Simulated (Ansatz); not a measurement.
# CH2BO+ (SMILES [CH2+]B=O): functionals against CCSD(T) at one geometry

Aim: energy, forces and dipole at a structure displaced at random from a GFN2-xTB minimum, from CCSD(T) and from density functionals.

Method: single points in def2-TZVPP; program: Ansatz 0.2.0, Gaussian basis.

Cores are frozen in the correlated methods.

## Step 1: The starting structure

SMILES `[CH2+]B=O`, 5 atoms, charge 1, spin multiplicity 1.

Atoms are counted from 1 here; the program's logs count them from 0.

Bond lengths: C1–B2 1.534 Å, C1–H4 1.162 Å, C1–H5 1.080 Å, B2–O3 1.078 Å. Angles: B2–C1–H4 117.0°, B2–C1–H5 135.0°, H4–C1–H5 102.7°, C1–B2–O3 159.2°.

Coordinates:

| atom | x (Å) | y (Å) | z (Å) |
| --- | --- | --- | --- |
| C1 | -0.4596 | 0.3695 | -0.1319 |
| B2 | 0.6725 | -0.6197 | 0.1748 |
| O3 | 1.3215 | -1.2615 | 0.7477 |
| H4 | -0.8245 | 0.4280 | -1.2339 |
| H5 | -0.7745 | 1.3205 | 0.2728 |

## Step 2: CCSD(T)/def2-TZVPP

run/in.yaml

```yaml
crystal:
  periodic: [false, false, false]
  atoms:
    - {symbol: C, position_ang: [-0.459600, 0.369500, -0.131900]}
    - {symbol: B, position_ang: [0.672500, -0.619700, 0.174800]}
    - {symbol: O, position_ang: [1.321500, -1.261500, 0.747700]}
    - {symbol: H, position_ang: [-0.824500, 0.428000, -1.233900]}
    - {symbol: H, position_ang: [-0.774500, 1.320500, 0.272800]}
basis:
  gaussian: {orbitals: def2-TZVPP}
total_charge: 1
correlation: {method: ccsd_t}
output: {forces: true}
```

No record of the launch command was kept for these runs.

## Step 3: PBE0-D4/def2-TZVPP

run/in.yaml, as its differences from that of step 2:

```diff
@@ -11,3 +11,3 @@
 total_charge: 1
-correlation: {method: ccsd_t}
-output: {forces: true}
+hamiltonian: {xc: pbe0, dispersion: d4}
+output: {forces: true, orbitals: {seedname: orbitals}}
```

## Step 4: wB97M-V/def2-TZVPP

run/in.yaml, as its differences from that of step 3:

```diff
@@ -11,3 +11,3 @@
 total_charge: 1
-hamiltonian: {xc: pbe0, dispersion: d4}
-output: {forces: true, orbitals: {seedname: orbitals}}
+hamiltonian: {xc: {name: wB97M-V}}
+output: {forces: true}
```

## Step 5: r2SCAN-D4/def2-TZVPP

run/in.yaml, as its differences from that of step 4:

```diff
@@ -11,3 +11,3 @@
 total_charge: 1
-hamiltonian: {xc: {name: wB97M-V}}
+hamiltonian: {xc: r2scan, dispersion: d4}
 output: {forces: true}
```

## Step 6: PBE-D4/def2-TZVPP

run/in.yaml, as its differences from that of step 5:

```diff
@@ -11,3 +11,3 @@
 total_charge: 1
-hamiltonian: {xc: r2scan, dispersion: d4}
+hamiltonian: {xc: pbe, dispersion: d4}
 output: {forces: true}
```

## Step 7: SPW92/def2-TZVPP

run/in.yaml, as its differences from that of step 6:

```diff
@@ -11,3 +11,3 @@
 total_charge: 1
-hamiltonian: {xc: pbe, dispersion: d4}
+hamiltonian: {xc: lda}
 output: {forces: true}
```

## Step 8: BHLYP-D4/def2-TZVPP

run/in.yaml, as its differences from that of step 7:

```diff
@@ -11,3 +11,3 @@
 total_charge: 1
-hamiltonian: {xc: lda}
+hamiltonian: {xc: {name: BHLYP}, dispersion: d4}
 output: {forces: true}
```

(Steps that only read results are left out.)

**Question.** What will these runs give? Wanted: energy less free atoms, CCSD(T)/def2-TZVPP; RMS force component; RMS force error; HOMO and LUMO, PBE0-D4; T1 diagnostic.

The runs gave:

```
                                  quantity                                                                                          value
energy less free atoms, CCSD(T)/def2-TZVPP                                                                                  -909.7 kJ/mol
                       RMS force component                                                           5.525 to 6.735 eV/Å over the methods
                           RMS force error  PBE0-D4 0.387, wB97M-V 0.515, r2SCAN-D4 0.214, PBE-D4 0.405, SPW92 0.475, BHLYP-D4 1.024 eV/Å
                    HOMO and LUMO, PBE0-D4                                                                           -17.82 and -13.31 eV
                             T1 diagnostic                                                                                          0.026
```

In words: Against CCSD(T) the functionals' energies less atoms differ by -384.9 to -4.5 kJ/mol, PBE-D4 by -142.9 kJ/mol. CCSD(T) in triple zeta still lacks some correlation energy of the bonds, so part of these gaps is its own basis error and they don't rank the functionals. For forces r2SCAN-D4 does best and BHLYP-D4 worst. The T1 diagnostic is large here, over the usual mark for main-group molecules (transition-metal compounds often pass it harmlessly), so CCSD(T) itself may be off.
